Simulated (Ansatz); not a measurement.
**Equilibrium lattice constant a of antifluorite Mg2Sn: levels of theory against measurement**

Reference value: 6.766 Å (measured, temperature not stated, no zero-point or thermal correction; as tabulated in Freccero, Grin, Wagner, Dalton Trans. (2023), ESI).

Problem. Put these levels in order of the equilibrium lattice constant a that they give for antifluorite Mg2Sn, smallest first: B3LYP (VWN-RPA form) (Ansatz, a quantum-chemistry and plane-wave program), Hartree–Fock (Ansatz), LDA (Ansatz).

Solution. LDA (6.663 Å), B3LYP (VWN-RPA form) (6.806 Å), Hartree–Fock (6.888 Å)

Differences against the reference: LDA -1.52 %, B3LYP (VWN-RPA form) +0.59 %, Hartree–Fock +1.80 %.

The measured value isn't corrected to a static lattice, so vibrations enter the comparison. A static lattice is as a rule a little smaller than the measured one.  Cutoffs and k meshes differ between the levels. Ansatz's density-functional and Hartree–Fock values are scalar-relativistic unless marked +SOC, with PAW data made under PBE.

Differences are worked out from the printed values.
